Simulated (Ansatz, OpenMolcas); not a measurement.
SiH2F2 (SMILES F[SiH2]F): methods side by side

SiH2F2 has 5 atoms, charge 0, and is taken as a singlet. SMILES: `F[SiH2]F`. The shape is that of a PBE0-D4/def2-TZVP optimisation.

Each level gives the vertical ionisation energy (to the doublet cation) (eV). The values are calculated.

| level | kind | program | value (eV) | less CCSD(T)/aug-cc-pVDZ | CPU time (all runs) |
| --- | --- | --- | --- | --- | --- |
| SVWN5/aug-cc-pVDZ | LDA | OpenMolcas | 12.19 | -0.74 | 47 s |
| revPBE/aug-cc-pVDZ | GGA | Ansatz | 12.11 | -0.82 | 14 s |
| M06-L/aug-cc-pVDZ | meta-GGA | OpenMolcas | 12.39 | -0.54 | 2 min |
| r2SCAN/aug-cc-pVDZ | meta-GGA | Ansatz | 12.36 | -0.57 | 34 s |
| PBE0/aug-cc-pVDZ | global hybrid | OpenMolcas | 12.61 | -0.32 | 71 s |
| CAM-B3LYP/aug-cc-pVDZ | range-separated hybrid | Ansatz | 12.80 | -0.13 | 9.8 s |
| PBE-QIDH/aug-cc-pVDZ | double hybrid | Ansatz | 12.99 | +0.06 | 11 s |
| RPA@PBE0/aug-cc-pVDZ | RPA | Ansatz | 12.92 | -0.01 | 13 s |
| BCCD(T)/aug-cc-pVDZ | coupled cluster or CI | Ansatz | 12.93 | 0.00 | 30 s |
| CCSD(T)/aug-cc-pVDZ | coupled cluster or CI | Ansatz | 12.93 | 0.00 | 24 s |

Differences are taken from CCSD(T)/aug-cc-pVDZ for orientation; it has basis-set and higher-order errors of its own. The values span 12.11 to 12.99 eV. Times are those of the runs behind each value, whatever else they computed, on shared processors of several kinds: orders of magnitude only.
